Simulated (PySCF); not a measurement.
Isomers of C6H5F, one GFN2-xTB conformer each. Single-point energies are computed at PBE0/pcSseg-1 (PySCF, gas phase, no added dispersion term), electronic only.

Task: Rank them by PBE0/pcSseg-1 energy, lowest first (kcal/mol).
A. `[C@H]12C=C[C@@H]2C(=C1)F`
B. `[CH:1]#[C:2][CH2:3][C:4]1=[CH:5][C@@H:6]1[F:7]` with C2–C3–C4–C5 -7°
C. `[C@H]12[C@]3(C=C[C@@H]2[C@@H]13)F`
D. `F[C@]12C=C[C@H]1C=C2`
E. `[CH:1]#[C:2][C:3]#[C:4][CH2:5][CH2:6][F:7]` with C4–C5–C6–F7 180°
F. `c1c(F)cccc1`
G. `[CH:1]#[C:2][C:3]1=[CH:4][C@@H:5]1[CH2:6][F:7]` with C4–C5–C6–F7 87°

Result: F (0.0), C (74.6), A (78.4), D (82.2), E (87.4), B (101.8), G (105.5).

As drawn, the lowest has an aromatic ring, which the highest lacks; the highest has a three-membered ring, a C≡C bond and a C=C bond outside aromatic rings, which the lowest lacks. GFN2-xTB itself gives, in the same order: 0.0, 55.3, 63.1, 67.5, 74.4, 92.4, 92.4. Both levels put the same isomer lowest; measured from each level's own lowest isomer, the values differ by up to 19.3 kcal/mol (F[C@@]12C=C[C@H]3[C@@H]1[C@H]32: 55.3 against 74.6).

Task: Which frontier levels, dipoles and rotational constants go with these structures?

Result: 
| SMILES | HOMO (eV, PBE0/pcSseg-1) | LUMO (eV) | dipole (D) | A, B, C (MHz) |
| --- | --- | --- | --- | --- |
| Fc1ccccc1 | -7.29 | -0.51 | 1.56 | 5736, 2587, 1783 |
| F[C@@]12C=C[C@H]3[C@@H]1[C@H]32 | -6.67 | -0.06 | 1.74 | 5454, 3251, 2367 |
| FC1=C[C@@H]2C=C[C@H]12 | -7.02 | -0.40 | 1.48 | 6151, 2505, 2071 |
| F[C@]12C=C[C@H]1C=C2 | -7.34 | -0.93 | 1.95 | 4122, 3593, 2489 |
| C#CC#CCCF | -7.45 | -0.75 | 0.88 | 19842, 822.8, 798.0 |
| C#CCC1=C[C@@H]1F | -7.91 | -0.12 | 1.98 | 8861, 1299, 1207 |
| C#CC1=C[C@@H]1CF | -7.24 | -1.48 | 1.97 | 8201, 1305, 1174 |
